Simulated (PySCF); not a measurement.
# BO: from the state search to spectroscopic constants

One table from this session's results is given with a row withheld; the runs are named, their logs left out.

Computed with PySCF 2.14.0. Level: B 6-311G(d,p), O 6-311G(d,p), no relativity.

Set-up of the first run:

The job is set up so:

- atoms: B, O
- charge: 0
- basis: B 6-311G(d,p), O 6-311G(d,p)
- Hamiltonian: no relativity
- basis functions: 36
- electrons treated: 13
- masses in u: 11.0093, 15.9949
- levels: PBE0, PBE, r²SCAN, PBEsol, r²SCANh, r²SCAN0, HSE06, HF, MP2, SCS-MP2, CCSD, CCSD(T)
- grid: 80 radial by 434 angular points
- occupations: held fixed by the projection of orbital angular momentum
- dissociation limit: B + O, each in its ground configuration
- starting distance in angstrom: 1.415
- values of 2S to try: 1, 3

Among the steps run: Set-up; PBE0 along the bond; Higher solutions at PBE0; PBE; r²SCAN; PBEsol (GGA); r²SCANh; r²SCAN0; HSE06 (range-separated hybrid); ROHF (mean field); MP2 and coupled cluster.

One of the session's tables, all rows but one given; the rest of the session is left out.

Energy (eV) from each level's lowest point:

```
R (Å)   ROHF  ROHF-MP2  ROHF-SCS-MP2  ROHF-CCSD  ROHF-CCSD(T)
1.034  1.531     2.025         1.999        n/a           n/a
1.082  0.609     0.965         0.946      0.889         0.955
1.130      ?         ?             ?          ?             ?
1.166  0.000     0.099         0.092      0.073         0.095
1.202  0.018     0.000         0.000      0.000         0.000
1.238  0.156     0.019         0.026      0.046         0.022
1.286  0.484     0.184         0.201      0.251         0.192
1.346  1.059     0.554         0.583      0.672         0.565
1.418  1.898     1.155         1.197      1.331         1.160
1.514  3.115     2.110         2.163        n/a           n/a
```

**Question.** Estimate the row for R (Å) = 1.130.

Worked estimate for «ROHF». A straight line through the neighbours (1.082, 0.609) and (1.166, 0.000) gives 0.609 + (0.000 − 0.609) × (1.130 − 1.082) / (1.166 − 1.082) = 0.261; a parabola fitted to 4 rows on both sides gives 0.116.

The run gave: ROHF: 0.132; ROHF-MP2: 0.344; ROHF-SCS-MP2: 0.331; ROHF-CCSD: 0.295; ROHF-CCSD(T): 0.337. In «ROHF» the line misses by +0.129 and the parabola by -0.016.

State 2 has its PBE0 minimum 5.59 eV higher. The other levels ran on the lowest alone.
